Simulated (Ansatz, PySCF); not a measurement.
Molecule: C$_{4}$H$_{7}$, net charge -1, singlet state. It need not be the lowest isomer of its formula. Whether it binds its extra electron was not tested at this geometry. 
Geometry from a B3LYP-D3(BJ)/def2-TZVP (Ansatz, a program for electronic structure) optimisation:
```xyz
11

C     -0.0176     0.0925     1.5714
C     -0.0025     0.0204     0.2247
H     -0.0196    -0.9489     1.9786
C      0.0039     1.2750    -0.6326
H     -0.0053     2.1516     0.0165
H      0.8905     1.3334    -1.2875
H     -0.8682     1.3292    -1.3069
C      0.0099    -1.2429    -0.6310
H      0.0051    -2.1339     0.0007
H     -0.8605    -1.3029    -1.3078
H      0.8955    -1.2987    -1.2884
```
Charge -1, spin multiplicity 1.

Total electronic energies in hartree. Cores are frozen in the correlated levels unless marked. No spin-orbit coupling. No relativistic terms. 

```json
[
 {"level": "HF-D3(BJ)/def2-TZVPD", "program": "PySCF + dftd3", "energy (Eh)": "-155.55048"},
 {"level": "RI-HF/aug-cc-pVTZ", "program": "Ansatz", "energy (Eh)": "-155.49219"},
 {"level": "PBE-D3(BJ)/def2-TZVPD", "program": "Ansatz + dftd3", "energy (Eh)": "-156.40119"},
 {"level": "BLYP/def2-TZVPD", "program": "Ansatz", "energy (Eh)": "-156.53093"},
 {"level": "CAM-B3LYP-D3(BJ)/def2-TZVPD", "program": "Ansatz + dftd3", "energy (Eh)": "-156.52535"},
 {"level": "B2PLYP-D3(BJ)/def2-TZVPD", "program": "Ansatz + dftd3", "energy (Eh)": "-156.46335"},
 {"level": "SCS-MP2/STO-3G", "program": "Ansatz", "energy (Eh)": "-153.63214"},
 {"level": "CCSD/aug-cc-pVDZ", "program": "Ansatz", "energy (Eh)": "-156.10263"}
]
```

Totals of different functionals don't rank their quality; only differences between species are comparable.
